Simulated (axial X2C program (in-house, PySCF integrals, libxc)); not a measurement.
# Worked dissociation energy of PO⁺: HF, scalar-relativistic

Calculated with an in-house relativistic program for diatomic molecules. Spin-free means the one-electron spin-free X2C Hamiltonian. Basis: P dyall-v3z [8s7p2d1f], O dyall-av3z [7s6p3d2f] (cores contracted in-house); Gaussian nuclei, density fitting, unrestricted open shells. Masses: P 30.974 u, O 15.995 u.

Molecular state: M_S = 0, Λ = 0 (closed shell).

```
E(P+) (2M_S = 2, M_L = 0) : -341.173149 hartree
E(O) (2M_S = 2, M_L = 0)  : -74.871065 hartree
E(PO⁺) at Re              : -416.200568 hartree
ωe                        : 1659.3 cm⁻¹
ωexe                      : 5.43 cm⁻¹
```

(1) Work out De and D0.

The state is one determinant whose occupation by symmetry is held fixed; it was picked as the lowest of a PBE0 search that is not exhaustive. Closed shells are restricted here (equal orbitals for both partners); the stretched side of such a curve lies too high. Dissociation energies refer to the lowest single-determinant-based atoms at the same level and basis.

Hartree–Fock lacks correlation and underbinds, often by eV.

Each atomic determinant is the lowest at this level and need not be a pure term. Totals compare only within one Hamiltonian and basis.

## Answers

(1) De = -341.173149 + (-74.871065) − (-416.200568) = 0.15635 hartree = 4.255 eV. The zero-point energy is ωe/2 − ωexe/4 = 828 cm⁻¹ = 0.103 eV, so D0 = 4.152 eV.
